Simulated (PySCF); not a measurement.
carbon disulfide anion (CS₂), SMILES S=C=S (connectivity only; charge and spin as stated), charge -1, multiplicity 2.

Coordinates come from a B3LYP-D3(BJ)/def2-TZVPD optimisation. The multiplicity is an assumed one; other spin states were not compared.

Level of theory: CAM-B3LYP/def2-TZVPD run with PySCF.

The molecule is in vacuum.

The total energy is -834.54473 hartree, the point group is C2v and the α spin, highest occupied and lowest empty level is -0.73 and 3.98 eV. The β spin, highest occupied and lowest empty level is -2.53 and 3.96 eV. The dipole moment about the centre of nuclear charge is 0.09 D and the mean static polarisability is 82.4 bohr³ (12.21 Å³). The polarisability, principal values is 55.7, 67.1, 124.4 bohr³. The ⟨S²⟩ is 0.759 (pure state 0.75).
